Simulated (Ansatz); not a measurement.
Geometry optimisation, Ansatz 0.2.0, RKS PBE-D4/def2-SVP.

input.yaml

```yaml
crystal:
  periodic: [false, false, false]
  atoms:
    - { symbol: Al, position_ang: [0.0, 0.0, 0.0] }
    - { symbol: H, position_ang: [0.0, 0.0, 1.91] }
    - { symbol: H, position_ang: [1.351, 0.0, -0.78] }
    - { symbol: C, position_ang: [-1.706, 0.0, -0.985] }
    - { symbol: H, position_ang: [-2.2662, -0.9305, -0.7558] }
    - { symbol: H, position_ang: [-2.3102, 0.8797, -0.6796] }
    - { symbol: H, position_ang: [-1.5043, 0.0508, -2.0753] }
    - { symbol: P, position_ang: [0.1078, -2.446, 0.8135] }
    - { symbol: H, position_ang: [-0.6605, -3.268, -0.0528] }
    - { symbol: H, position_ang: [1.4574, -2.8876, 0.8103] }
    - { symbol: H, position_ang: [0.043, -0.9763, 1.965] }
basis:
  gaussian: { orbitals: def2-SVP }
hamiltonian:
  xc: pbe
  dispersion: d4
relax:
  f_tol: 0.15
  max_steps: 25
  restrain:
    - { distance: [0, 7], at: 3.48, k: 30.0 }
    - { distance: [10, 1], at: 1.86, k: 30.0 }
    - { distance: [0, 1], at: 1.56, k: 30.0 }
    - { distance: [10, 7], at: 1.42, k: 30.0 }
```

Run as:

```bash
$ ansatz run input.yaml --threads 2 --pin off --max-ram 3072MiB --backend cpu --events-out ev --progress --plain --runs-dir out
```

Task: Where does it end, and by what steps?

Result: It converged. The restraints hold the end off the free minimum; the threshold counts their pulls, which the force column leaves out. Restrained pairs: Al1–P8 (2.58 → 3.47 Å), H2–H11 (0.98 → 1.87 Å), Al1–H2 (1.91 → 1.57 Å), P8–H11 (1.87 → 1.44 Å). After 6 steps the energy has fallen by 1.394 eV (the restraints' own energy left out); P8 moved furthest, 0.80 Å.

```
step  energy less start (eV)  largest force component (eV/Å)  accepted
   0                  0.0000                           2.443       yes
   1                  0.3063                           2.055       yes
   2                  0.1114                           1.753       yes
   3                 -0.4241                           1.741       yes
   4                 -1.1385                           1.116       yes
   5                 -1.3720                           0.467       yes
   6                 -1.3938                           0.458       yes
```

```xyz
11
Properties=species:S:1:pos:R:3
Al -0.008 0.199 0.043
H -0.086 0.280 1.611
H 1.435 0.286 -0.653
C -1.676 0.055 -0.996
H -2.266 -0.828 -0.668
H -2.328 0.939 -0.821
H -1.514 -0.027 -2.090
P 0.212 -3.001 1.379
H -0.677 -3.060 0.244
H 1.384 -2.835 0.552
H 0.037 -1.586 1.571
```

Run time: 12 s on 2 threads of Arm Neoverse V1, on a shared host, peak memory 0.12 GiB.
